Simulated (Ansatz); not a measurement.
Input file:

```yaml
crystal:
  periodic: [false, false, false]
  atoms:
    - {symbol: Be, position_ang: [0.116078, -0.066825, 1.905501]}
    - {symbol: Mg, position_ang: [-0.048796, -0.031204, -0.653982]}
    - {symbol: H, position_ang: [0.027825, 1.022211, 1.026475]}
    - {symbol: H, position_ang: [0.110933, 0.327734, -2.294109]}
basis:
  gaussian: {orbitals: 6-31G}
magnetization: {spin_polarized: false, initial_magnetization: 2}
correlation: {method: fci, electrons: outside_noble_gas}
```

```sh
$ ansatz run in.yaml --threads 1 --pin off --events-out ev --progress --plain --max-ram 2393MiB
```

Output:

```
559 factors; integrals over basis functions are off by at most 1.8e-7 eV
mean field evaluation 1: about -5856.1261 eV, gradient 8.1e0 eV
mean field evaluation 2: about -5856.1572 eV, gradient 8.2e0 eV
mean field evaluation 4: about -5857.9449 eV, gradient 1.2e0 eV
mean field evaluation 8: about -5857.9827 eV, gradient 1.3e-3 eV
mean field evaluation 16: about -5857.9039 eV, gradient 8.0e-1 eV
mean field -5857.98272048 eV, -215.2768942944 hartree, gradient 5.0e-6 eV, S^2 2.000000; 3 other end points of the search recorded, 0 dependent functions left out
mean field evaluation 32: about -5857.4581 eV, gradient 2.3e0 eV
6 core orbitals not correlated: weight in the atoms' cores, before any rotation towards them, 1.000 or more for the frozen orbitals, at most 0.000 for the correlated occupied ones
reference -5857.98272048 eV, -215.2768942944 hartree; 4, 2 occupied and 16, 18 virtual orbitals, 559 factors
state -5859.41086893 eV, -215.3293777817 hartree
Total energy: -5859.41086893 eV, -215.3293777817 hartree
```

Ran on 1 thread of Arm Neoverse V2, shared host: 4.6 s wall, 0.16 GiB peak host memory.
